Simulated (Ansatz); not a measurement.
Geometry optimisation, RKS PBE0-D4/def2-SVP (Ansatz).

Input:

```yaml
crystal:
  periodic: [false, false, false]
  atoms:
    - { symbol: Na, position_ang: [1.28918, -0.39064, 1.57211] }
    - { symbol: C, position_ang: [-0.16356, -0.21668, -0.20538] }
    - { symbol: S, position_ang: [-0.3719, 1.39059, -0.42293] }
    - { symbol: H, position_ang: [-0.75371, -0.78326, -0.9438] }
basis:
  gaussian: { orbitals: def2-SVP }
hamiltonian:
  xc: pbe0
  dispersion: d4
relax:
  f_tol: 0.02
  max_steps: 40
scf:
  lower_state_search: "off"
```

Command:

```bash
$ ansatz run input.yaml --threads 1 --pin off --max-ram 2048MiB --backend cpu --events-out ev --progress --plain --runs-dir out
```

Task: Where does it end, and by what steps?

Result: The run converged. After 7 steps the energy has fallen by 0.181 eV; S3 moved furthest, 0.31 Å.

| step | energy less start (eV) | largest force component (eV/Å) | accepted |
| --- | --- | --- | --- |
| 0 | 0.0000 | 0.650 | yes |
| 1 | -0.1030 | 0.381 | yes |
| 2 | -0.1573 | 0.647 | yes |
| 3 | -0.1792 | 0.119 | yes |
| 4 | -0.1791 | 0.139 | no |
| 5 | -0.1798 | 0.069 | yes |
| 6 | -0.1812 | 0.025 | yes |
| 7 | -0.1814 | 0.001 | yes |

```xyz
4
Properties=species:S:1:pos:R:3
Na 1.231 -0.136 1.507
C -0.194 -0.388 -0.247
S -0.185 1.281 -0.196
H -0.852 -0.758 -1.063
```

Whether the end is a true minimum wasn't checked by a vibrational analysis.

Time of the run: 9.9 s on 1 thread of Arm Neoverse V1, on a shared host, peak memory 0.12 GiB.
